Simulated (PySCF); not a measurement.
**Which determinant of NaC lies lowest?**

Unrestricted PBE0; PySCF, no relativity, basis sets Na 6-31G(d,p), C 6-31G(d,p). Outer shells of the fragments: Na 3s1; C 2s2 2p2.

Followed along the bond (rough minima from three points):

```json
{"2Ms+1": "4", "unpaired": "σ ↑, π ↑↑", "⟨S²⟩ at the start": "3.75", "R at minimum (Å)": "2.22", "Te (eV)": "0.00"}
{"2Ms+1": "2", "unpaired": "σ ↓, π ↑↑", "⟨S²⟩ at the start": "1.76", "R at minimum (Å)": "2.27", "Te (eV)": "0.77"}
{"2Ms+1": "2", "unpaired": "σ ↑, π ↑↓", "⟨S²⟩ at the start": "1.75", "R at minimum (Å)": "2.24", "Te (eV)": "0.78"}
{"2Ms+1": "2", "unpaired": "π ↑", "⟨S²⟩ at the start": "0.95", "R at minimum (Å)": "none in the scan", "Te (eV)": "≤ 1.24"}
```

Solutions found at the starting distance of 2.285 Å, counted from the lowest of them; the search is not exhaustive and high or unbound solutions are not listed, so other states can lie among these:

```json
{"2Ms+1": "4", "unpaired": "σ ↑, π ↑↑", "term": "⁴Σ⁻", "E (eV)": "0.00", "⟨S²⟩": "3.75", "⟨Lz²⟩": "0.00", "μ (D)": "-6.84"}
{"2Ms+1": "2", "unpaired": "σ ↓, π ↑↑", "term": "mixed", "E (eV)": "0.76", "⟨S²⟩": "1.76", "⟨Lz²⟩": "0.00", "μ (D)": "-6.08"}
{"2Ms+1": "2", "unpaired": "σ ↑, π ↑↓", "term": "mixed", "E (eV)": "0.78", "⟨S²⟩": "1.75", "⟨Lz²⟩": "2.01", "μ (D)": "-6.54"}
{"2Ms+1": "2", "unpaired": "π ↑", "term": "²Π", "E (eV)": "1.30", "⟨S²⟩": "0.95", "⟨Lz²⟩": "1.00", "μ (D)": "-3.59"}
{"2Ms+1": "2", "unpaired": "σ ↑", "term": "mixed", "E (eV)": "1.99", "⟨S²⟩": "0.76", "⟨Lz²⟩": "2.00", "μ (D)": "-6.12"}
{"2Ms+1": "4", "unpaired": "σ ↑↑, π ↑", "term": "⁴Π", "E (eV)": "2.36", "⟨S²⟩": "3.75", "⟨Lz²⟩": "1.00", "μ (D)": "3.49"}
{"2Ms+1": "2", "unpaired": "π ↑", "term": "²Π", "E (eV)": "2.46", "⟨S²⟩": "0.78", "⟨Lz²⟩": "1.02", "μ (D)": "-6.22"}
{"2Ms+1": "4", "unpaired": "σ ↑, π ↑↑", "term": "mixed", "E (eV)": "3.92", "⟨S²⟩": "3.75", "⟨Lz²⟩": "2.00", "μ (D)": "1.18"}
{"2Ms+1": "4", "unpaired": "π ↑↑↑", "term": "⁴Π", "E (eV)": "4.29", "⟨S²⟩": "3.76", "⟨Lz²⟩": "1.00", "μ (D)": "1.18"}
```

A term symbol is given only where ⟨S²⟩ and ⟨Lz²⟩ are close to those of a pure state; real π, δ and φ orbitals otherwise mix terms. A positive dipole means Na(−)C(+).

Counting both spins, an empty level lies below a filled one in some of these solutions, because spin and occupation are held.
